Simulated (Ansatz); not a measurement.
Species: lithium fluoride, LiF, net charge 0, singlet state. SMILES: [Li][F]
Structure (B3LYP-D3(BJ)/def2-TZVP (Ansatz, a first-principles code) minimum search):
```
Li
F 1 1.5615
```
Charge 0, spin multiplicity 1.

Wanted: enthalpy of formation at 298 K, in kcal/mol. Terms: UHF or UKS for open shells; spin-orbit terms left out; non-relativistic. Ab initio and DFT rows: single points at B3LYP-D3(BJ) geometries (Ansatz), with unscaled harmonic terms from B3LYP/6-31G* at its own minima, enthalpies of formation by atomisation with measured atoms.

```json
[
 {"species": "[Li][F]", "coefficient": "+1", "E at B3LYP/STO-3G (Ansatz), Eh": "-105.82494", "E at wB97M-V/def2-TZVPD (Ansatz), Eh": "-107.43753", "H(298 K) - E, kcal/mol": "3.55"},
 {"species": "F atom", "coefficient": "-1", "E at B3LYP/STO-3G (Ansatz), Eh": "-98.26898", "E at wB97M-V/def2-TZVPD (Ansatz), Eh": "-99.74647", "H(298 K) - E, kcal/mol": "-"},
 {"species": "Li atom", "coefficient": "-1", "E at B3LYP/STO-3G (Ansatz), Eh": "-7.37177", "E at wB97M-V/def2-TZVPD (Ansatz), Eh": "-7.47207", "H(298 K) - E, kcal/mol": "-"}
]
```

The atoms take no thermal term, since their enthalpies of formation at 0 K are used: the result is the sum of coefficient times E, plus the molecule's thermal term, plus number times (enthalpy of formation minus H(298) - H(0)) over the atoms. Measured values of the atoms (G2/97 table in ASE), kcal/mol:

| atom | number | enthalpy of formation of the gas at 0 K | H(298) - H(0) of the element's standard state |
|---|---|---|---|
| F | 1 | 18.47 | 1.05 |
| Li | 1 | 37.69 | 1.10 |

Measured values: G2/97 table in ASE (Curtiss et al.); they hold spin-orbit and core effects, anharmonicity.  Value to compare with, the measured value: -80.1 kcal/mol. 1 Eh = 627.5095 kcal/mol.

Problem. Work the quantity out at each level, and compare with the measured value.

Solution. 
- B3LYP/STO-3G: the sum of coefficient times E is -0.18419 Eh, or -115.58 kcal/mol; the thermal terms add 3.55; the atoms' measured terms add 54.01. Result: -58.0 kcal/mol. Its error against the measured value is 22.1 kcal/mol.
- wB97M-V/def2-TZVPD: the sum of coefficient times E is -0.21899 Eh, or -137.42 kcal/mol; the thermal terms add 3.55; the atoms' measured terms add 54.01. Result: -79.9 kcal/mol. Its error against the measured value is 0.2 kcal/mol.
